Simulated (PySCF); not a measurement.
A made-up structure of AlH2OF, closed shell:

O1  (-0.895, 0.905, -0.538)
Al2  (0.509, -0.149, 0.147)
F3  (0.161, -1.832, 0.823)
H4  (-1.923, 0.613, -0.578)
H5  (2.148, 0.464, 0.145)
(Å)

It is relaxed with PBE-D4/def2-SVP and then PBE0-D4/def2-TZVP (PySCF 2.14 with density fitting (its default auxiliary sets; JK sets also for MP2 and CCSD(T))). Atoms count as bonded within 1.22 times the sum of their covalent radii (H–H: 0.88 Å). The end point is not checked to be a true minimum.

Does its bonding change? (A judgement: the text doesn't fix the answer.)

The calculation gives: No: no bond forms or breaks.

Where it ends: The first stage lowers the energy by 1.02 eV in 8 steps. It ends as AlH₂OF ([OH][AlH][F]):
```xyz
5
angstrom
O -0.7728 0.8590 -0.4771
Al 0.5044 -0.0557 0.1251
F 0.2262 -1.5568 0.7462
H -1.6869 0.5818 -0.4965
H 1.9580 0.5165 0.0966
```

Labels in which every atom is bracketed show which atoms are joined, not bond orders.

For scale, one of the runs: PBE0-D4/def2-TZVP relaxation, 111 basis functions, launched by `OMP_NUM_THREADS=2 python run.py`. The run took 18 s on 2 CPU threads of an AMD EPYC 9B14 (shared host), with 1.1 GiB of host memory at its peak.
